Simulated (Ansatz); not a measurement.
A short molecular-dynamics run on the cluster Si2Cl.

```yaml
crystal:
  periodic: [false, false, false]
  atoms:
    - {symbol: Si, position_ang: [-0.002219, 0.005642, -0.031449]}
    - {symbol: Si, position_ang: [0.121197, -0.377397, 2.066902]}
    - {symbol: Cl, position_ang: [-0.118978, 0.371756, -2.035453]}
basis:
  gaussian: {orbitals: "6-31G*"}
magnetization: {spin_polarized: true, initial_magnetization: 1}
hamiltonian: {xc: {name: PBE}, dispersion: d3bj}
md: {timestep: 1 fs, n_steps: 15, ensemble: nve, temperature: 1000, initial_velocities: maxwell_boltzmann, seed: 462}
scf: {omitted_lower_state_checks: [starts]}
```

```sh
$ ansatz run in.yaml --threads 4 --pin off --events-out ev --progress --plain --max-ram 3916MiB
```

```
step  time (fs)  potential energy (eV)  kinetic (eV)  T (K)  conserved (eV)
   0        0.0            -28261.4140        0.1293   1000     -28261.2848
   1        1.0            -28261.4093        0.1245    963     -28261.2848
   2        2.0            -28261.4042        0.1195    924     -28261.2847
   3        3.0            -28261.3989        0.1142    883     -28261.2847
   4        4.0            -28261.3936        0.1088    842     -28261.2847
   5        5.0            -28261.3883        0.1035    801     -28261.2847
   6        6.0            -28261.3832        0.0985    762     -28261.2847
   7        7.0            -28261.3785        0.0937    725     -28261.2847
   8        8.0            -28261.3742        0.0894    692     -28261.2847
   9        9.0            -28261.3705        0.0857    663     -28261.2847
  10       10.0            -28261.3674        0.0826    639     -28261.2847
  11       11.0            -28261.3651        0.0804    622     -28261.2847
  12       12.0            -28261.3636        0.0789    610     -28261.2847
  13       13.0            -28261.3630        0.0783    606     -28261.2847
  14       14.0            -28261.3633        0.0786    608     -28261.2847
  15       15.0            -28261.3644        0.0797    616     -28261.2847
```

Velocities are drawn at the set temperature; a run this short doesn't reach equilibrium.

The 6-31G sets use Cartesian d functions.

Frames (Å, forces in eV/Å):

```xyz
3
time=0.0 fs
Si   -0.002    0.006   -0.031    0.006   -0.018    0.100
Si    0.121   -0.377    2.067    0.028   -0.086    0.473
Cl   -0.119    0.372   -2.035   -0.033    0.105   -0.573
3
time=1.0 fs
Si   -0.008    0.004   -0.032    0.004   -0.024    0.128
Si    0.124   -0.376    2.063    0.033   -0.097    0.533
Cl   -0.116    0.372   -2.032   -0.037    0.121   -0.661
3
time=2.0 fs
Si   -0.014    0.003   -0.033    0.001   -0.031    0.155
Si    0.126   -0.374    2.059    0.038   -0.107    0.590
Cl   -0.114    0.372   -2.028   -0.039    0.137   -0.745
3
time=3.0 fs
Si   -0.019    0.001   -0.033   -0.003   -0.037    0.180
Si    0.129   -0.373    2.055    0.044   -0.116    0.645
Cl   -0.112    0.372   -2.024   -0.040    0.153   -0.826
3
time=4.0 fs
Si   -0.025    0.000   -0.034   -0.014   -0.044    0.205
Si    0.131   -0.372    2.051    0.052   -0.124    0.696
Cl   -0.109    0.372   -2.021   -0.038    0.169   -0.901
3
time=5.0 fs
Si   -0.030   -0.001   -0.034   -0.022   -0.051    0.226
Si    0.134   -0.370    2.048    0.059   -0.132    0.745
Cl   -0.107    0.372   -2.018   -0.037    0.183   -0.971
3
time=6.0 fs
Si   -0.036   -0.003   -0.035   -0.030   -0.056    0.244
Si    0.136   -0.369    2.045    0.066   -0.139    0.790
Cl   -0.104    0.372   -2.015   -0.035    0.196   -1.034
3
time=7.0 fs
Si   -0.042   -0.004   -0.035   -0.039   -0.062    0.258
Si    0.139   -0.368    2.042    0.072   -0.145    0.831
Cl   -0.102    0.372   -2.013   -0.033    0.207   -1.090
3
time=8.0 fs
Si   -0.048   -0.006   -0.035   -0.049   -0.066    0.268
Si    0.142   -0.366    2.040    0.079   -0.151    0.869
Cl   -0.099    0.372   -2.011   -0.030    0.217   -1.137
3
time=9.0 fs
Si   -0.053   -0.007   -0.036   -0.060   -0.070    0.274
Si    0.144   -0.365    2.037    0.086   -0.156    0.901
Cl   -0.097    0.372   -2.009   -0.026    0.226   -1.175
3
time=10.0 fs
Si   -0.059   -0.009   -0.036   -0.070   -0.073    0.275
Si    0.147   -0.364    2.035    0.092   -0.160    0.930
Cl   -0.094    0.373   -2.007   -0.022    0.233   -1.205
3
time=11.0 fs
Si   -0.065   -0.010   -0.036   -0.081   -0.075    0.271
Si    0.150   -0.363    2.034    0.098   -0.163    0.953
Cl   -0.092    0.373   -2.006   -0.017    0.238   -1.224
3
time=12.0 fs
Si   -0.070   -0.012   -0.035   -0.092   -0.077    0.263
Si    0.152   -0.362    2.033    0.104   -0.165    0.971
Cl   -0.090    0.374   -2.005   -0.013    0.241   -1.233
3
time=13.0 fs
Si   -0.076   -0.014   -0.035   -0.102   -0.077    0.250
Si    0.155   -0.361    2.032    0.109   -0.166    0.983
Cl   -0.087    0.374   -2.005   -0.008    0.242   -1.233
3
time=14.0 fs
Si   -0.082   -0.015   -0.035   -0.112   -0.076    0.232
Si    0.158   -0.360    2.031    0.114   -0.166    0.990
Cl   -0.085    0.375   -2.004   -0.003    0.242   -1.222
3
time=15.0 fs
Si   -0.088   -0.017   -0.034   -0.121   -0.074    0.211
Si    0.161   -0.360    2.031    0.118   -0.165    0.991
Cl   -0.082    0.375   -2.004    0.002    0.239   -1.202
```

It took 47 s on 4 threads of Arm Neoverse V1 on a shared host.
